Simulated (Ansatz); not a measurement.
Input file:

```yaml
crystal:
  periodic: [false, false, false]
  atoms:
    - { symbol: B, position_ang: [0.236898, -0.005617, -0.437107] }
    - { symbol: H, position_ang: [0.658398, 0.00949, 1.264815] }
    - { symbol: H, position_ang: [1.270494, -0.003237, 0.191459] }
    - { symbol: F, position_ang: [-1.06589, -0.000636, -0.384068] }
basis:
  gaussian: { orbitals: "6-31G*" }
hamiltonian:
  xc: blyp
  dispersion: d4
md:
  timestep: 0.5
  n_steps: 200
  ensemble: nve
  temperature: 100.0
  initial_velocities: maxwell_boltzmann
  seed: 7317
```

Command:

```bash
$ ansatz run input.yaml --threads 1 --pin off --max-ram 2048MiB --backend cpu --events-out ev --progress --plain --runs-dir out
```

Hardware: 1 thread of Arm Neoverse V1, with other jobs on the host.

Q: Roughly how long does this run take, and how much memory?

A: 71 s, with a peak of 0.075 GiB, for 201 ionic steps.
